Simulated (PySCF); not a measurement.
## Static response to an electric field

C₃H₃F₃.
Structure used (GFN2-xTB), in Å, numbered top down from 1:
```xyz
9
C3H3F3 angstrom
F     -1.865   -0.179    1.141
C     -1.133   -0.154   -0.018
C      0.207    0.458    0.241
C      1.339   -0.056   -0.195
F      1.452   -1.155   -0.930
F      2.536    0.472    0.005
H     -1.707    0.449   -0.733
H     -1.050   -1.185   -0.374
H      0.234    1.356    0.837
```

Level: CAM-B3LYP/def2-SVPD (PySCF), static field, nuclei fixed, core orbitals frozen in the response. The polarisability tensor in these axes (au):

```
x   50.86 -1.98 -3.87
y   -1.98 35.78  3.53
z   -3.87  3.53 34.15
```

Task: Give the principal values, the mean and the anisotropy Δα = √{½[(α1 − α2)² + (α2 − α3)² + (α1 − α3)²]}.

Result: Principal values 31.16, 37.46 and 52.17 au; mean 40.26 au = 5.97 Å³ = 6.64 × 10⁻⁴⁰ C²·m²/J; Δα = 18.68 au (46 % of the mean).

Task: What is the dipole moment, and where does it point?

Result: (-0.23, 0.60, -1.02) D, 1.21 D in size, pointing from the negative to the positive side. Measured along this direction, the outermost atoms are F1 at the negative end and H7 at the positive end.

Task: What are the principal values of the traceless quadrupole moment, Θ = ½Σq(3rr − r²1), about the centre of nuclear charge?

Result: -8.69, 4.17, 4.51 D·Å. The values depend on the origin, since the dipole doesn't vanish. The electronic extent ⟨r²⟩ about the same centre is 661 bohr², a root-mean-square distance of 1.96 Å for the 48 electrons.

Task: What molar refraction does this α imply?

Result: Lorentz–Lorenz: R = (4π/3)N_A α = 2.5225 cm³/(mol·Å³) × 5.97 Å³ = 15.1 cm³/mol, in the limit of long wavelengths.

Task: In TDDFT the mean static polarisability is Σ f/ω² over all singlet excitations (ω in hartree). How much of it do the 8 lowest give? Their energies (eV) and oscillator strengths: 7.28, 0.0251; 7.67, 0.3717; 8.26, 0.0033; 8.42, 0.0128; 8.94, 0.0174; 9.08, 0.0011; 9.26, 0.0132; 9.34, 0.0214.

Result: They add up to 5.67 au, 14.1 % of the 40.26 au; the largest single term is 4.68 au, from the state at 7.67 eV. Terms in order: 0.35, 4.68, 0.04, 0.13, 0.16, 0.01, 0.11, 0.18 au. Higher excitations give the rest. The strengths listed sum to 0.466.

Task: What would n − 1 = 2πNα be for an ideal gas of these molecules at 400 K and 1 atm, electronic part alone?

Result: N = p/kT = 1.8347 × 10¹⁹ cm⁻³, so n − 1 = 2π × N × 5.97 × 10⁻²⁴ cm³ = 688 × 10⁻⁶ at long wavelengths, for an ideal gas.

One conformer (not necessarily the lowest) at the GFN2-xTB geometry, without solvent, vibrations or thermal averaging.
